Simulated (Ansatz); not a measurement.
Basis-set series for C2H5NS, SMILES `N/C=C\S`. Charge 0, multiplicity 1. Geometry: relaxed with PBE0-D4/def2-TZVP. It is one conformer, not always the lowest.

| functional | basis | functions | energy (Eh) | HOMO (eV) | LUMO (eV) |
| --- | --- | --- | --- | --- | --- |
| PBE0-D4 | def2-SVP | 85 | -531.62863 | -6.04 | 0.65 |
| PBE0-D4 | def2-QZVPP | 391 | -531.93921 | -6.28 | 0.15 |
| ωB97M-V | def2-SVP | 85 | -531.83165 | -8.18 | 2.78 |
| ωB97M-V | def2-QZVPP | 391 | -532.14732 | -8.44 | 1.67 |

Problem. Give the rows for def2-TZVPP. (Best estimate.)

Solution. Computed: 
| functional | basis | functions | energy (Eh) | HOMO (eV) | LUMO (eV) |
| --- | --- | --- | --- | --- | --- |
| PBE0-D4 | def2-TZVPP | 205 | -531.91921 | -6.23 | 0.27 |
| ωB97M-V | def2-TZVPP | 205 | -532.12822 | -8.39 | 2.25 |

Positive LUMOs are unbound and depend on the basis.
